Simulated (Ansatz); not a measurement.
Results of the Gaussian-basis code of Ansatz.

`C#CCCCl` at its PBE0-D4/def2-TZVP geometry, where that method's forces vanish. Total charge 0; spin multiplicity 1.

```json
{"atom": "C1", "x (Å)": "1.069", "y (Å)": "-2.074", "z (Å)": "-0.137"}
{"atom": "C2", "x (Å)": "0.728", "y (Å)": "-0.965", "z (Å)": "0.169"}
{"atom": "C3", "x (Å)": "0.284", "y (Å)": "0.376", "z (Å)": "0.507"}
{"atom": "C4", "x (Å)": "-0.861", "y (Å)": "0.808", "z (Å)": "-0.395"}
{"atom": "Cl5", "x (Å)": "-1.402", "y (Å)": "2.452", "z (Å)": "0.022"}
{"atom": "H6", "x (Å)": "1.380", "y (Å)": "-3.058", "z (Å)": "-0.399"}
{"atom": "H7", "x (Å)": "-0.040", "y (Å)": "0.411", "z (Å)": "1.551"}
{"atom": "H8", "x (Å)": "1.114", "y (Å)": "1.082", "z (Å)": "0.407"}
{"atom": "H9", "x (Å)": "-0.554", "y (Å)": "0.822", "z (Å)": "-1.439"}
{"atom": "H10", "x (Å)": "-1.718", "y (Å)": "0.146", "z (Å)": "-0.285"}
```

For each bond, give half the difference of the two atoms' forces along it (eV/Å; positive pushes the atoms apart) under PBE-D4, r2SCAN-D4, B3LYP-D4, ωB97M-V in def2-TZVPP. (Estimate.)

The calculation gave: 
```tsv
bond	length (Å)	PBE-D4	r2SCAN-D4	B3LYP-D4	ωB97M-V
C1–C2	1.200	0.98	0.35	-0.07	-0.37
C1–H6	1.064	-0.37	-0.22	-0.09	0.04
C2–C3	1.453	-0.59	-0.20	0.13	0.46
C3–C4	1.521	0.05	0.13	0.14	0.09
C3–H7	1.094	0.14	-0.02	-0.09	-0.16
C3–H8	1.094	0.14	-0.02	-0.09	-0.16
C4–Cl5	1.780	0.22	0.24	0.37	0.13
C4–H9	1.089	0.10	-0.08	-0.14	-0.12
C4–H10	1.089	0.10	-0.08	-0.14	-0.12
```

B3LYP here is the variant with VWN-RPA as its local correlation; programs differ in this.
